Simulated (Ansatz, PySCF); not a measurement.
Species: sum formula H$_{2}$OCl (charge +1, singlet). It need not be the lowest isomer of its formula. 
Geometry from a B3LYP-D3(BJ)/def2-TZVP (Ansatz, a quantum-chemistry and plane-wave program) optimisation:
```xyz
4

O     -0.0211     1.0722    -0.0746
H     -0.9457     1.3908     0.0477
Cl     0.0314    -0.6722    -0.0032
H      0.5812     1.4595     0.6026
```
Charge +1, spin multiplicity 1.

Total electronic energies in hartree. Valence correlation only, unless marked. Spin-orbit coupling is left out. Non-relativistic. Basis-set limits of correlation are two-point, X^-3; Hartree-Fock from the larger set. The bracket is a focal-point correction in the basis named.

```tsv
level	program	energy (Eh)
HF/cc-pwCVTZ	Ansatz	-535.18197
HF-D4/def2-TZVPD	PySCF + dftd4	-535.17867
r2SCAN-D4/def2-TZVPD	Ansatz + dftd4	-536.18897
PBE0/STO-3G	Ansatz	-529.99610
LC-wPBE/def2-TZVPD	Ansatz	-536.09332
RPA@PBE/cc-pV(Q+d)Z	Ansatz	-535.93644
RI-MP2/CBS(cc-pV(T+d)Z,cc-pV(Q+d)Z)	Ansatz	-535.6878
SCS-MP2/cc-pwCVTZ	Ansatz	-535.62099
CCSD(T)/6-31G	Ansatz	-535.23774
CCSD(T)/6-31G*	Ansatz	-535.43888
CCSD(T)/def2-TZVPP	Ansatz	-535.65032
CCSD(T)/cc-pV(Q+d)Z	Ansatz	-535.70214
RI-MP2/CBS(cc-pV(T+d)Z,cc-pV(Q+d)Z)+[CCSD(T)-MP2]/cc-pV(Q+d)Z	Ansatz	-535.7286
CCSD(T)/CBS(cc-pV(T+d)Z,cc-pV(Q+d)Z)	Ansatz	-535.7279
CCSD(T)/CBS(def2-TZVPP,def2-QZVPP)	Ansatz	-535.7303
```

Totals of different functionals don't rank their quality; only differences between species are comparable.
